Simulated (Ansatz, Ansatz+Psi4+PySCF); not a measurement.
```yaml
atoms:
  - { symbol: B, position_ang: [-0.4580, 0.6179, -0.0539] }
  - { symbol: B, position_ang: [0.4985, -0.5694, 0.2254] }
  - { symbol: B, position_ang: [0.8595, 0.8516, 0.7285] }
```

Basis set: cc-pVTZ (spherical functions). Correlated methods keep 3 orbitals frozen. Correlation on ROHF uses semicanonical orbitals with singles. Charge 0, multiplicity 2.

Computed with Ansatz (development build ahead of 0.2.0); each method stands on the lowest determinant of its kind that the runs found.

Problem. Give the atomization energy at this shape (free ground-state atoms in the same class of orbitals less the molecule, no zero-point energy) of doublet B3 by UHF-CCSD(T), UHF-CCSD, ROHF-MP2, UHF-MP2, ROHF.

Solution.

```json
{"method": "UHF-CCSD(T)", "atomization energy": "791.1 kJ/mol"}
{"method": "UHF-CCSD", "atomization energy": "734.5 kJ/mol"}
{"method": "ROHF-MP2", "atomization energy": "851.8 kJ/mol"}
{"method": "UHF-MP2", "atomization energy": "765.4 kJ/mol"}
{"method": "ROHF", "atomization energy": "470.8 kJ/mol"}
```

Caution for UHF-CCSD(T), UHF-CCSD, UHF-MP2: large amplitudes, a single reference is doubtful; the unrestricted determinant is spin contaminated. Caution for ROHF-MP2, ROHF: an unrestricted determinant lies well below; the determinant breaks the point group. Caution for ROHF-MP2: another reference gives a lower total.
